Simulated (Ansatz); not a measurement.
# C2HLi: the cost of one run

Program: Ansatz 0.2.0. Level of theory: UKS revPBE-D4/def2-SVP. These are calculated values, not measurements.

**1. The structure to begin with**

Bond lengths: Li1–C2 1.940 Å, C2–C3 1.174 Å, C3–H4 1.161 Å. Angles: Li1–C2–C3 179.0°, C2–C3–H4 178.3°.

Structure file:

```xyz
4

Li   -2.2234    0.4502   -0.4728
C    -0.3621    0.0686   -0.0789
C     0.7612   -0.1821    0.1530
H     1.8799   -0.3970    0.3783
```

**2. End point A**

input.yaml

```yaml
crystal:
  periodic: [false, false, false]
  atoms:
    - { symbol: Li, position_ang: [-2.2234, 0.4502, -0.4728] }
    - { symbol: C, position_ang: [-0.3621, 0.0686, -0.0789] }
    - { symbol: C, position_ang: [0.7612, -0.1821, 0.153] }
    - { symbol: H, position_ang: [1.8799, -0.397, 0.3783] }
magnetization:
  spin_polarized: true
basis:
  gaussian: { orbitals: def2-SVP }
hamiltonian:
  xc: revpbe
  dispersion: d4
relax:
  f_tol: 0.02
  max_steps: 50
```

Command:

```bash
> ansatz run input.yaml --threads 1 --pin off --max-ram 2048MiB --backend cpu --events-out ev --progress --plain --runs-dir out
```

**Question.** How long does this run take on 1 thread of Arm Neoverse V2, shared host, and how much memory does it need?

About 6.7 s, with a peak of 0.11 GiB.
